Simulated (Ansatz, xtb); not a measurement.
# Two structures of NO2S+

Structure I: a singlet given by its coordinates. Structure II: `N1=[O+]SO1`, a singlet. Both are isolated ions in the gas phase, relaxed with B3LYP-D3(BJ)/def2-SVP.

I (Å):

```xyz
4

N    -1.2576    2.5920    0.2994
O    -1.3227    3.2685    1.2271
O    -0.3266    1.8357   -0.2104
S    -1.9902    1.9183   -1.1142
```

Close contacts (Å): N1–O2 1.15, N1–O3 1.30, N1–S4 1.73, O3–S4 1.90.

II (Å):

```xyz
4

N     0.5851    0.3632    0.5425
O    -0.6148   -0.0465    0.7267
O     0.5249    0.7958   -0.6619
S    -1.1565    0.3948   -0.8677
```

Energies in hartree; the thermal terms are from B3LYP-D3(BJ)/def2-SVP harmonic frequencies (ideal gas, rigid rotor, one conformer each, 298.15 K, 1 atm) and include the zero-point energy:

```
                                I           II
E, CCSD(T)/def2-TZVPP  −602.128852  −602.150367
    zero-point energy     0.011915     0.012188
         H(298 K) − E     0.016519     0.016507
         G(298 K) − E    −0.014609    −0.013275
```

Question: Work out ΔE, ΔE₀, ΔH and ΔG for I → II in kJ/mol (1 Eh = 2625.50 kJ/mol) and the equilibrium ratio [II]/[I].

Answer: 1. ΔE = −602.150367 − (−602.128852) = −0.021515 Eh = −56.49 kJ/mol.
2. ΔE₀ = ΔE + ΔZPE = −0.021515 + (+0.000273) Eh = −55.77 kJ/mol.
3. ΔH = ΔE + (−0.000012) Eh = −56.52 kJ/mol.
4. ΔG = ΔE + (+0.001334) Eh = −52.99 kJ/mol, so ΔS = (ΔH − ΔG)/T = −11.9 J/(mol K).
5. kT = 0.9442 mEh, so K = [II]/[I] = exp(−ΔG/kT) = exp(+21.37) ≈ 1.9 × 10^9.

Structure II is favoured at this temperature. An error of 4 kJ/mol in ΔG would change K by a factor of 5. Large T1 diagnostics make the coupled-cluster value less sure. Mirror images and further conformers aren't counted.

Other levels gave ΔE = −51.9 (GFN2-xTB); −181.7 (HF/STO-3G, GFN2-xTB geometries); −25.2 (r2SCAN-D4/def2-SVP, GFN2-xTB geometries); −22.6 (B3LYP-D3(BJ)/def2-SVP); −89.7 (HF/def2-TZVPP); −35.2 (MP2/def2-TZVPP) kJ/mol. The correlated steps freeze 8 core orbitals. Programs: Ansatz 0.2.0, xtb 6.7.1.
